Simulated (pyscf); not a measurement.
`[CH3][Zn][OH]` + `[CH3]` [doublet] → `[CH3][CH3]` + `[OH][Zn]` [doublet] (substitution at C; doublet surface; C–Zn broken, C–C formed). Structures and frequencies: ωB97X-D3(BJ)/def2-SVP in PySCF. Energies in kcal/mol from the separated reactants.

```
level                   barrier  reaction energy
----------------------  -------  ---------------
ωB97X-D3(BJ)/def2-TZVP     29.0            -19.2
B3LYP-D3(BJ)/def2-TZVP     22.5            -20.9
PBE0-D3(BJ)/def2-TZVP      23.2            -21.6
M06-2X/def2-TZVP            ___              ___
ωB97M-D3(BJ)/def2-TZVP      ___            -20.9
HF/def2-TZVP               42.4            -21.8
```

Problem. What belongs in the gaps?

Solution. 
- M06-2X/def2-TZVP, barrier: 23.8
- M06-2X/def2-TZVP, reaction energy: -24.3
- ωB97M-D3(BJ)/def2-TZVP, barrier: 27.8

The functionals in the table span 6.4 kcal/mol in this barrier, from B3LYP-D3(BJ) to ωB97X-D3(BJ). One saddle was located; it need not be the lowest between these sides. The angle at the attacked C is 176°. Elements up to Kr have no core potential and no relativistic terms here.
